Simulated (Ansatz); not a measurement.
Geometry optimisation, RKS PBE-D4/6-31G* (Ansatz).

input.yaml

```yaml
crystal:
  periodic: [false, false, false]
  atoms:
    - { symbol: B, position_ang: [0.052948, -0.532746, -0.386464] }
    - { symbol: H, position_ang: [-0.21001, 0.166041, 1.894493] }
    - { symbol: H, position_ang: [1.011535, 0.198103, -0.461519] }
    - { symbol: C, position_ang: [-1.385687, -0.068526, -0.835028] }
    - { symbol: H, position_ang: [-2.192956, -0.804387, -0.667451] }
    - { symbol: H, position_ang: [-1.670722, 0.872281, -0.328979] }
    - { symbol: H, position_ang: [-1.365703, 0.170132, -1.915029] }
    - { symbol: O, position_ang: [0.352319, -1.821833, 0.037901] }
    - { symbol: H, position_ang: [-0.459131, -2.369932, 0.061023] }
    - { symbol: H, position_ang: [0.027207, -0.496634, 1.789554] }
basis:
  gaussian: { orbitals: "6-31G*" }
hamiltonian:
  xc: pbe
  dispersion: d4
relax:
  f_tol: 0.03
  max_steps: 50
```

Command:

```bash
$ ansatz run input.yaml --threads 1 --pin off --max-ram 2048MiB --backend cpu --events-out ev --progress --plain --runs-dir out
```

Where does it end, and by what steps?

It converged. The force dipped under the threshold on the way, but the program's further checks kept it going. After 27 steps the energy has fallen by 0.236 eV; H2 moved furthest, 1.51 Å.

| step | energy less start (eV) | largest force component (eV/Å) | accepted |
| --- | --- | --- | --- |
| 0 | 0.0000 | 1.562 | yes |
| 1 | -0.1359 | 0.299 | yes |
| 2 | -0.1869 | 0.219 | yes |
| 3 | -0.2084 | 0.244 | yes |
| 4 | -0.1952 | 0.630 | no |
| 5 | -0.2146 | 0.050 | yes |
| 6 | -0.2169 | 0.132 | yes |
| 7 | -0.2191 | 0.153 | yes |
| 8 | -0.2214 | 0.264 | yes |
| 9 | -0.2249 | 0.170 | yes |
| 10 | -0.2282 | 0.105 | yes |
| 11 | -0.2298 | 0.150 | yes |
| 12 | -0.2304 | 0.184 | yes |
| 13 | -0.2322 | 0.058 | yes |
| 14 | -0.2320 | 0.138 | no |
| 15 | -0.2327 | 0.024 | yes |
| 16 | -0.2334 | 0.070 | yes |
| 17 | -0.2339 | 0.092 | yes |
| 18 | -0.2344 | 0.070 | yes |
| 19 | -0.2346 | 0.067 | yes |
| 20 | -0.2349 | 0.080 | yes |
| 21 | -0.2352 | 0.050 | yes |
| 22 | -0.2354 | 0.016 | yes |
| 23 | -0.2356 | 0.015 | yes |
| 24 | -0.2359 | 0.033 | yes |
| 25 | -0.2360 | 0.052 | yes |
| 26 | -0.2361 | 0.038 | yes |
| 27 | -0.2363 | 0.015 | yes |

```xyz
10
Properties=species:S:1:pos:R:3
B 0.038 -0.467 -0.759
H -0.081 -0.452 3.270
H 1.022 0.094 -1.182
C -1.417 -0.069 -1.219
H -2.234 -0.648 -0.749
H -1.600 1.003 -1.018
H -1.511 -0.180 -2.316
O 0.305 -1.467 0.139
H -0.525 -1.889 0.446
H 0.162 -0.612 2.577
```

Whether the end is a true minimum wasn't checked by a vibrational analysis.

Time of the run: 46 s on 1 thread of Arm Neoverse V2, on a shared host, peak memory 0.12 GiB.
